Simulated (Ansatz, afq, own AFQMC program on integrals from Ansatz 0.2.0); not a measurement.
Two steps: Ansatz 0.2.0 writes the Fock matrix and Cholesky factors of the valence space, and afq projects on them the lowest state that overlaps trial and start.

```yaml
crystal:
  periodic: [false, false, false]
  atoms:
    - {symbol: Ti, position_ang: [0.000000, 0.000000, 0.000000]}
    - {symbol: H, position_ang: [0.000000, 0.000000, 1.753968]}
basis:
  gaussian: {orbitals: def2-TZVP}
total_charge: 1
magnetization: {spin_polarized: true, initial_magnetization: 4}
correlation: {method: ccsd_t, electrons: outside_noble_gas, hamiltonian_folder: ham}
```

```sh
$ ansatz run in.yaml --threads 1 --pin off --events-out ev --progress --plain --max-ram 1843MiB
```

Options of the walk:

```
--method free --trial cisd --walkers 60 --time-step 0.03 --max-blocks 80 --target-error 0.00024 --factor-cut 1e-05 --seed 8639 --times 0,0.3,0.6,1.2,1.8,2.4,3.6,4.8,6 --taylor-order 8
```

Times are imaginary, in 1/Eh. The walk had a cap of 1008 s.

```
orbitals 42  electrons 4 0  factors 315 of 452
reference energy -848.66302593 Eh
CCSD correlation -0.02798249 Eh in 12 cycles, weight of the determinant in the CISD state 0.9817
repeat  energy at the last time / Eh  error
    10  -848.691633  0.000122
    20  -848.691540  0.000075
    30  -848.691535  0.000056
time / (1/Eh)  energy / Eh  error  mean overlap
  0.00  -848.691008  0.000002  1.0187
  0.30  -848.691222  0.000010  1.0095
  0.60  -848.691335  0.000020  1.0109
  1.20  -848.691398  0.000016  0.9992
  1.80  -848.691420  0.000026  1.0015
  2.40  -848.691438  0.000030  1.0041
  3.60  -848.691456  0.000033  0.9907
  4.80  -848.691460  0.000026  0.9645
  6.00  -848.691546  0.000055  0.9767
energy -848.691546 +/- 0.000055 Eh
```

(1) Estimate how long the walk took on 1 thread of AMD EPYC 9R45 96-Core Processor (Zen 5) (shared host).

The run passed its tests (error under three times the target), which doesn't prove that it has relaxed.

Against this walk (error 1.5 meV) on the same determinant: CCSD(T) 6.0 meV higher, CCSDT(Q) 2.6 meV higher (within the noise), full CI 2.6 meV higher (within the noise). The error is statistical, and a free projection of finite length keeps a remainder of its start.

Cautions: remainder of the start not in the error; no relativity below Rb; outer-core shells of the metal frozen; lower spins were not checked; higher spins were not checked.

Answers

(1) 33 s of wall time.

CCSDT and higher add their correlation energy to the determinant of the CCSD(T) run, since their own runs factorise the integrals more tightly (a shift of under 2 meV).
